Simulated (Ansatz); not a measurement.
Two isomers of C4H7N: A = `CC1CC1=N`, B = `NC1C=CC1`.

Isolated molecules relaxed with PBE0-D4/def2-TZVP in Ansatz; ΔE leaves out vibrations. CCSD(T)/CBS adds triple-zeta CCSD(T) − MP2 to the extrapolated MP2 energy (def2 sets, frozen cores). DFT in def2-TZVPP. B3LYP here is the variant with VWN-RPA as its local correlation; programs differ in this. Each species was taken in one conformer, which may not be the lowest.

(1) Which isomer does CCSD(T)/CBS put lower? Give the gap. (Estimate.)

(2) Give E(B) − E(A) in kJ/mol with r2SCAN-D4, B3LYP-D4, ωB97M-V, CCSD/def2-TZVPP, MP2/def2-TZVPP, B2PLYP, PBE0-D4. (Estimate.)

Largest T1 diagnostic: 0.011.

Answers

(1) The calculation gave: B, by 19.3 kJ/mol.

(2) Computed: r2SCAN-D4 0.7, B3LYP-D4 -3.5, ωB97M-V -10.9, CCSD/def2-TZVPP -13.6, MP2/def2-TZVPP -14.8, B2PLYP -6.4, PBE0-D4 -8.2. The order is the other way round with r2SCAN-D4.

From PBE to PBE0 (25 % exact exchange), in def2-TZVPP and without D4, E(B) − E(A) moves by −6.7 kJ/mol. In def2-TZVPP, CCSD(T) changes the Hartree–Fock value by −4.4 kJ/mol (the triples alone add −0.1 kJ/mol) and MP2 by −5.4 kJ/mol.
